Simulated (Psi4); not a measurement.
# BH3Cl− (SMILES [H][B-]([H])([H])Cl): levels of theory compared

We compute a comparison of 3 runs (B3LYP/6-31G*, TPSS/6-311+G**, MP2/pcseg-2) of BH3Cl−. 

The results are computed with Psi4 1.11.

2 further runs of the same task are left out: 2 set aside as unsound or not needed.

## Step 1: The structure to begin with

BH3Cl− has 5 atoms, charge -1, and is taken as a singlet. SMILES: `[H][B-]([H])([H])Cl`. The shape is that of a GFN2-xTB optimisation.

Bond lengths: B1–Cl2 1.875 Å, B1–H3 1.207 Å, B1–H4 1.208 Å, B1–H5 1.207 Å. Angles: Cl2–B1–H3 106.7°, Cl2–B1–H4 106.7°, Cl2–B1–H5 106.7°, H3–B1–H4 112.1°, H3–B1–H5 112.2°, H4–B1–H5 112.1°.

## Step 2: The energy at B3LYP/6-31G(d) (Cartesian functions) (run 1)

Contents of input.inp:

```
memory 1600 MB

molecule mol {
  -1 1
  B     -0.00241885     0.00308025    -0.31560316
  Cl     0.02570028    -0.03994881     3.22638610
  H      2.17753141     0.02150508    -0.98689057
  H     -1.10858893     1.90049756    -0.93919388
  H     -1.09222391    -1.88515299    -0.98469849
  units au
  symmetry c1
  no_reorient
  no_com
}

set {
  basis 6-31G*
  reference rks
  puream false
  e_convergence 1e-09
  d_convergence 1e-08
  scf_type pk
  dft_radial_points 99
  dft_spherical_points 590
}

e, wfn = energy('b3lyp', return_wfn=True)
print_variables()
```

The run is started by

```
$ psi4 -n 1 input.inp input.out
```

input.out:

```text
[...]
  Running in c1 symmetry.
[...]
  Nuclear repulsion =   42.139721504774755
[...]
  Multiplicity = 1
[...]
  Nalpha       = 13
  Nbeta        = 13
[...]
    Number of basis functions: 40
[...]
   @RKS iter   1:  -486.77523609752114   -3.17751e-01   1.12820e-02 DIIS/ADIIS
[...]
   @RKS iter   9:  -486.91982894814009   -8.52651e-13   2.29846e-09 DIIS
[...]
    Orbital Energies [Eh]
    ---------------------
    Doubly Occupied:
       1A   -101.278159     2A     -9.195196     3A     -6.955843
       4A     -6.951090     5A     -6.951089     6A     -6.488103
       7A     -0.561459     8A     -0.266296     9A     -0.120172
      10A     -0.120043    11A     -0.113374    12A     -0.038703
      13A     -0.038608
[...]
  @RKS Final Energy:  -486.91982894814009
   => Energetics <=
    Nuclear Repulsion Energy =             42.1397215047747551
    One-Electron Energy =                -760.6146713375605941
    Two-Electron Energy =                 258.7265048676605375
    DFT Exchange-Correlation Energy =     -27.1713839830148203
    Empirical Dispersion Energy =           0.0000000000000000
    VV10 Nonlocal Energy =                  0.0000000000000000
    Total Energy =                       -486.9198289481400934
[...]
 Multipole Moments:
 ------------------------------------------------------------------------------------
     Multipole            Electronic (a.u.)      Nuclear  (a.u.)        Total (a.u.)
 ------------------------------------------------------------------------------------
 L = 1.  Multiply by 2.5417464519 to convert [e a0] to [Debye]
 Dipole X            :         -0.4097260            0.4015291           -0.0081969
 Dipole Y            :          0.6392179           -0.6268789            0.0123391
 Dipole Z            :        -51.4263489           50.3597650           -1.0665840
 Magnitude           :                                                    1.0666868
[...]
```

It took 5.7 s on 1 thread of Intel Xeon Platinum 8375C at 2.90GHz (Ice Lake), shared host; peak memory 0.52 GiB.

## Step 3: Energy and gradient at TPSS/6-311+G(d,p) (run 2)

Contents of calc.in:

```
memory 1600 MB

molecule {
  -1 1
  B     -0.001280     0.001630    -0.167010
  Cl     0.013600    -0.021140     1.707330
  H      1.152300     0.011380    -0.522240
  H     -0.586640     1.005700    -0.497000
  H     -0.577980    -0.997580    -0.521080
  symmetry c1
}

set basis 6-311+G**
set puream true
set e_convergence 1e-09
set d_convergence 1e-08
set scf_type pk
set dft_radial_points 99
set dft_spherical_points 590

energy_value, wavefunction = gradient("tpss", return_wfn=True)
oeprop(wavefunction, "MULLIKEN_CHARGES", "MAYER_INDICES", "LOWDIN_CHARGES", title="TPSS")
```

The run is started by

```
$ psi4 -n 1 calc.in calc.out
```

calc.out (excerpt; [...] marks lines left out):

```text
[...]
  Running in c1 symmetry.
[...]
  Nuclear repulsion =   42.139721438069571
[...]
  Multiplicity = 1
[...]
  Nalpha       = 13
  Nbeta        = 13
[...]
    Number of basis functions: 70
[...]
   @RKS iter   1:  -486.67493437392335   -1.99345e-01   9.58042e-03 DIIS/ADIIS
[...]
   @RKS iter  10:  -486.97779011787111   -1.93268e-12   4.30035e-09 DIIS
[...]
  @RKS Final Energy:  -486.97779011787111
   => Energetics <=
    Nuclear Repulsion Energy =             42.1397214380695715
    One-Electron Energy =                -760.1734424825717724
    Two-Electron Energy =                 264.7499302784139559
    DFT Exchange-Correlation Energy =     -33.6939993517829137
    Empirical Dispersion Energy =           0.0000000000000000
    VV10 Nonlocal Energy =                  0.0000000000000000
    Total Energy =                       -486.9777901178711090
[...]
 Multipole Moments:
 ------------------------------------------------------------------------------------
     Multipole            Electronic (a.u.)      Nuclear  (a.u.)        Total (a.u.)
 ------------------------------------------------------------------------------------
 L = 1.  Multiply by 2.5417464519 to convert [e a0] to [Debye]
 Dipole X            :          0.0408455           -0.0314237            0.0094217
 Dipole Y            :         -0.0647996            0.0495856           -0.0152140
 Dipole Z            :          5.0716523           -3.9317361            1.1399162
 Magnitude           :                                                    1.1400567
[...]
  -Total Gradient:
     Atom            X                  Y                   Z
    ------   -----------------  -----------------  -----------------
       1        0.000267391511    -0.000671939319     0.017039612986
       2       -0.000225089505     0.000367550670    -0.030111739966
       3       -0.006167730350    -0.000053045955     0.004447808912
       4        0.002973865581    -0.005059997577     0.004167891151
       5        0.003151474192     0.005417461389     0.004458369282
[...]
  Mulliken Charges: (a.u.)
   Center  Symbol    Alpha    Beta     Spin     Total
       1     B     2.66616  2.66616  0.00000 -0.33232
       2    CL     8.67334  8.67334  0.00000 -0.34669
       3     H     0.55347  0.55347  0.00000 -0.10693
       4     H     0.55359  0.55359  0.00000 -0.10719
[...]
```

Wall time 29 s (1 thread of Intel Xeon Platinum 8375C at 2.90GHz (Ice Lake), shared host); peak memory 0.88 GiB.

## Step 4: The energy at MP2/pcseg-2 (density fitting for correlation) (run 3)

Contents of job.dat:

```
memory 1600 MB

molecule mol {
  -1 1
  B     -0.00241885     0.00308025    -0.31560316
  Cl     0.02570028    -0.03994881     3.22638610
  H      2.17753141     0.02150508    -0.98689057
  H     -1.10858893     1.90049756    -0.93919388
  H     -1.09222391    -1.88515299    -0.98469849
  units bohr
}

set basis pcseg-2
set scf_type direct
set freeze_core true
set mp2_type df
set print 2

energy('mp2')
print_variables()
```

The run is started by

```
$ psi4 job.dat job.out -n 1
```

job.out:

```text
[...]
  Running in c1 symmetry.
[...]
  Nuclear repulsion =   42.139721504774762
[...]
  Multiplicity = 1
[...]
  Nalpha       = 13
  Nbeta        = 13
[...]
   @DF-RHF iter   1:  -485.93071980628605   -5.82711e-01   2.81918e-03 DIIS/ADIIS
[...]
   @RHF iter  15:  -485.99432049926770   -3.41061e-12   2.87307e-09 DIIS
[...]
    Orbital Energies [Eh]
    ---------------------
    Doubly Occupied:
       1A   -104.527082     2A    -10.291136     3A     -7.759620
       4A     -7.758915     5A     -7.758915     6A     -7.345734
       7A     -0.843058     8A     -0.474662     9A     -0.282094
      10A     -0.281909    11A     -0.258432    12A     -0.182841
      13A     -0.182707
[...]
  @RHF Final Energy:  -485.99432049926770
   => Energetics <=
    Nuclear Repulsion Energy =             42.1397215047747622
    One-Electron Energy =                -760.3738763042933897
    Two-Electron Energy =                 232.2398343002509193
    Total Energy =                       -485.9943204992677011
[...]
 Multipole Moments:
 ------------------------------------------------------------------------------------
     Multipole            Electronic (a.u.)      Nuclear  (a.u.)        Total (a.u.)
 ------------------------------------------------------------------------------------
 L = 1.  Multiply by 2.5417464519 to convert [e a0] to [Debye]
 Dipole X            :          0.0406788           -0.0314238            0.0092550
 Dipole Y            :         -0.0646890            0.0495856           -0.0151033
 Dipole Z            :          5.0456542           -3.9317361            1.1139181
 Magnitude           :                                                    1.1140589
[...]
```

Run time: 8.4 s. Hardware: 1 thread of Intel Xeon Platinum 8375C at 2.90GHz (Ice Lake), shared host; peak memory 0.23 GiB.

## Step 5: The series

| run | level | task | Cartesian functions | energy (Eh) | HOMO energy (eV) | LUMO energy (eV) | HOMO–LUMO gap (eV) | wall time |
| --- | --- | --- | --- | --- | --- | --- | --- | --- |
| 1 | B3LYP/6-31G* (Cartesian functions) | energy | yes | -486.919829 | -1.05 | 8.73 | 9.79 | 5.7 s |
| 2 | TPSS/6-311+G** | gradient | no | -486.977790 | -0.69 | 4.07 | 4.76 | 29 s |
| 3 | MP2/pcseg-2 (density fitting for correlation) | energy | no | -486.319802 | -4.97 | 8.36 | 13.33 | 8.4 s |

## Step 6: What came out

| quantity | value |
| --- | --- |
| run 3: total energy | -486.31980 Eh |
| run 3: HOMO energy (Hartree–Fock orbitals) | -4.97 eV |
| run 3: LUMO energy (Hartree–Fock orbitals) | 8.36 eV |
| run 3: HOMO–LUMO gap (to an unbound level, set by the basis) | 13.33 eV |
| run 3: correlation energy (6 core orbitals frozen) | -325.5 mEh |

**Reading.** Totals of different functionals can't be ranked against each other. All runs together took 43 s, the longest 29 s.
